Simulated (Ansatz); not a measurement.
# Methacrylic acid (C4H6O2): small, medium and large basis sets

The task here is to estimate one member of a computed series from the others.

Computed with Ansatz 0.2.0, Gaussian basis. Level: one geometry, several basis sets.

The runs, in order: PBE0-D4/def2-SVP; ωB97M-V/def2-SVP; PBE0-D4/def2-QZVPP; ωB97M-V/def2-QZVPP; the functionals' def2-TZVPP values are taken from earlier runs.

## The relaxed structure

An earlier PBE0-D4 in a triple-zeta def2 set relaxation fixed the geometry.

SMILES `C=C(C)C(=O)O`, 12 atoms, charge 0, spin multiplicity 1.

Atoms are counted from 1 here; the program's logs count them from 0.

Bond lengths: C1–C2 1.330 Å, C1–H7 1.084 Å, C1–H8 1.083 Å, C2–C3 1.494 Å, C2–C4 1.489 Å, C3–H9 1.093 Å, C3–H10 1.093 Å, C3–H11 1.090 Å, C4–O5 1.203 Å, C4–O6 1.347 Å, O6–H12 0.967 Å. Angles: C2–C1–H7 121.2°, C2–C1–H8 120.3°, H7–C1–H8 118.5°, C1–C2–C3 124.2°, C1–C2–C4 116.9°, C3–C2–C4 118.9°, C2–C3–H9 111.1°, C2–C3–H10 111.1°, C2–C3–H11 110.5°, H9–C3–H10 106.6°, H9–C3–H11 108.7°, H10–C3–H11 108.7°, C2–C4–O5 125.9°, C2–C4–O6 112.1°, O5–C4–O6 122.0°, C4–O6–H12 106.1°.

Set-up of the first run:

The input, in.yaml:

```yaml
crystal:
  periodic: [false, false, false]
  atoms:
    - {symbol: C, position_ang: [-0.529017, -1.433202, -0.686464]}
    - {symbol: C, position_ang: [-0.046909, -0.333673, -0.114852]}
    - {symbol: C, position_ang: [1.231469, -0.279187, 0.655784]}
    - {symbol: C, position_ang: [-0.850469, 0.911027, -0.266098]}
    - {symbol: O, position_ang: [-1.892829, 1.009980, -0.858342]}
    - {symbol: O, position_ang: [-0.275823, 1.961797, 0.349343]}
    - {symbol: H, position_ang: [-0.002036, -2.377936, -0.620752]}
    - {symbol: H, position_ang: [-1.464363, -1.400280, -1.231532]}
    - {symbol: H, position_ang: [1.058536, 0.051920, 1.682584]}
    - {symbol: H, position_ang: [1.928987, 0.434897, 0.211468]}
    - {symbol: H, position_ang: [1.705144, -1.260874, 0.680481]}
    - {symbol: H, position_ang: [-0.862689, 2.715541, 0.198362]}
basis:
  gaussian: {orbitals: def2-SVP}
hamiltonian: {xc: pbe0, dispersion: d4}
output: {orbitals: {seedname: orbitals}}
```

On the command line:

```console
$ ansatz run in.yaml --threads 4 --pin off --events-out ev --progress --plain --max-ram 10444MiB
```

Steps of the session up to this table: PBE0-D4 in def2-SVP; ωB97M-V in def2-SVP; PBE0-D4 in def2-QZVPP; ωB97M-V in def2-QZVPP.

One of the session's tables, all rows but one given; the rest of the session is left out.

It belongs to the step «Density functionals: the series». 

| functional | basis | HOMO (eV) |
| --- | --- | --- |
| PBE0-D4 | def2-SVP | ? |
| PBE0-D4 | def2-TZVPP | -7.87 |
| PBE0-D4 | def2-QZVPP | -7.89 |
| ωB97M-V | def2-SVP | -9.99 |
| ωB97M-V | def2-TZVPP | -10.09 |
| ωB97M-V | def2-QZVPP | -10.11 |

Estimate the missing values for PBE0-D4, def2-SVP.

As computed: HOMO (eV): -7.78. In the column «HOMO (eV)» it is the highest.
